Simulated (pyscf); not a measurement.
CH₄ + CH₃• → H₃C–CH₃ + H•, a substitution at C (doublet surface; C–H broken, C–C formed). PySCF, gas phase, ωB97X-D3(BJ)/def2-SVP geometries. MP2 and CC: frozen core, UHF for open shells. ΔMP2 is the change of the MP2 total energy from the triple- to the quadruple-zeta basis. Energies in kJ/mol from the separated reactants.

Small-basis levels: PySCF, no dispersion term, spherical d functions. Open shells are spin-unrestricted. 

### Question
Quick BP86/6-31G* single points give ΔE‡ = 182.2 kJ/mol and ΔE = +63.4 kJ/mol. What does CCSD(T)/def2-TZVPP + ΔMP2(QZVPP) give, and how far is the quick result from it?

### Answer
CCSD(T)/def2-TZVPP + ΔMP2(QZVPP) gives ΔE‡ = 217.4 kJ/mol and ΔE = +64.7 kJ/mol. BP86/6-31G* lies 35.1 kJ/mol under it in the barrier and 1.3 kJ/mol under it in the reaction energy, so on this step it does not hold to within 12.6 kJ/mol. CCSD(T)/def2-TZVPP + ΔMP2(QZVPP) has limits of its own. The same reactants have a lower exit, to CH₃• + CH₄ (barrier +71.0 kJ/mol at ωB97M-D3(BJ), against +214.8 kJ/mol here). This is the saddle that the search found; another between the same sides may lie lower. The angle at the attacked C is 180°. The CCSD(T) − MP2 part came from Ansatz, without density fitting, on the same reference.
